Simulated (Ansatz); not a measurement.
# C3H2O: the cost of one run

All numbers are computed with Ansatz 0.2.0, driven from Python. The levels of theory stand in the script.

### 1 The system

Bond lengths: O1–C2 1.167 Å, C2–C3 1.410 Å, C2–C4 1.410 Å, C3–C4 1.323 Å, C3–H5 1.053 Å, C4–H6 1.053 Å. Angles: O1–C2–C3 152.0°, O1–C2–C4 152.0°, C3–C2–C4 56.0°, C2–C3–C4 62.0°, C2–C3–H5 150.3°, C4–C3–H5 147.7°, C2–C4–C3 62.0°, C2–C4–H6 150.3°, C3–C4–H6 147.6°.

No structure file is read: the coordinates are typed or built in the script.

### 2 The code

methods.py

```python
"""One geometry of C3H2O, method by method."""

from pathlib import Path

import ansatz as az
import numpy as np

system = (
    az.Crystal.molecule()
    .atom("O", (1.971, -0.2705, 0.0699))
    .atom("C", (0.8154, -0.1119, 0.0289))
    .atom("C", (-0.5071, -0.5981, -0.0313))
    .atom("C", (-0.3283, 0.7128, 0.0017))
    .atom("H", (-1.1849, -1.4026, -0.0733))
    .atom("H", (-0.766, 1.6703, 0.004))
)

base = system.calculation().basis(gaussian="cc-pVDZ")

print("functional    E (Ha)        dipole (D)   HOMO (eV)  LUMO (eV)")
for name in ["lda", "cam_b3lyp", "hf", "blyp"]:
    r = base.functional(name).forces().orbitals().run(threads=1, runs_dir="runs").report
    lines = Path(r["orbitals_path"]).read_text().splitlines()
    field_of = lambda key: [line.split("=")[1].strip() for line in lines if line.startswith(key)]
    orbitals = [(27.211386 * float(e), s, float(n)) for e, s, n in zip(field_of("Ene="), field_of("Spin="), field_of("Occup="))]
    homo = max(e for e, _, n in orbitals if n > 0.5)
    lumo = min(e for e, _, n in orbitals if n < 0.5)
    dipole = 4.803205 * np.linalg.norm(r["charge_distribution"]["dipole_moment_e_ang"])
    print(f"{name:10s} {r['free_energy_ev'] / 27.211386246:14.6f} {dipole:9.3f} {homo:11.3f} {lumo:10.3f}")
```

### 3 What the engine is handed

The engine receives this input (first run):

```yaml
crystal:
  periodic: [false, false, false]
  atoms:
    - { symbol: O, position_ang: [1.971, -0.2705, 0.0699] }
    - { symbol: C, position_ang: [0.8154, -0.1119, 0.0289] }
    - { symbol: C, position_ang: [-0.5071, -0.5981, -0.0313] }
    - { symbol: C, position_ang: [-0.3283, 0.7128, 0.0017] }
    - { symbol: H, position_ang: [-1.1849, -1.4026, -0.0733] }
    - { symbol: H, position_ang: [-0.766, 1.6703, 0.004] }
basis:
  gaussian:
    orbitals: cc-pVDZ
hamiltonian:
  xc: lda
output:
  orbitals: {}
  forces: true
```

### 4 Running it

Started as:

```sh
$ python methods.py
```

**Question.** How long does this script take on 1 thread of Arm Neoverse V2, shared host, and how much memory does it need?

About 3.8 s, with a peak of 0.19 GiB.
